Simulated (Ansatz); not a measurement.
```yaml
crystal:
  periodic: [false, false, false]
  atoms:
    - {symbol: Ru, position_ang: [0.000000, 0.000000, 0.000000]}
    - {symbol: O, position_ang: [0.000000, 0.000000, 2.110000]}
basis:
  gaussian: {orbitals: def2-TZVP}
magnetization: {spin_polarized: true, initial_magnetization: 2}
hamiltonian: {xc: pbe0}
relax: {f_tol: 0.004, max_steps: 80}
```

```sh
$ ansatz run in.yaml --threads 1 --pin off --events-out ev --progress --plain --max-ram 2176MiB
```

Steps of the relaxation (energy above the last step; positions in Å, forces in eV/Å):

```
2
step 1, 1433.0 meV
Ru    0.000    0.000    0.000    0.000    0.000    3.343
O     0.000    0.000    2.110    0.000    0.000   -3.343
```

```
2
step 2, 486.3 meV
Ru    0.000    0.000    0.128    0.000    0.000    4.792
O     0.000    0.000    1.982    0.000    0.000   -4.792
```

```
2
step 3, 38.1 meV
Ru    0.000    0.000    0.195    0.000    0.000    1.449
O     0.000    0.000    1.915    0.000    0.000   -1.449
```

```
2
step 4, 0.8 meV
Ru    0.000    0.000    0.218    0.000    0.000    0.219
O     0.000    0.000    1.892    0.000    0.000   -0.219
```

```
2
step 5, 0.2 meV
Ru    0.000    0.000    0.220    0.000    0.000    0.121
O     0.000    0.000    1.890    0.000    0.000   -0.121
```

```
2
step 7, 0.0 meV
Ru    0.000    0.000    0.222    0.000    0.000    0.000
O     0.000    0.000    1.888    0.000    0.000    0.000
```

Close pairs at the end: Ru1–O2 1.666 Å.

A stationary point of unrestricted PBE0 after 7 steps, with ⟨S²⟩ = 2.743 against 2.00 for a pure state. 61 s on 1 thread of Intel Xeon 6975P-C, shared host.
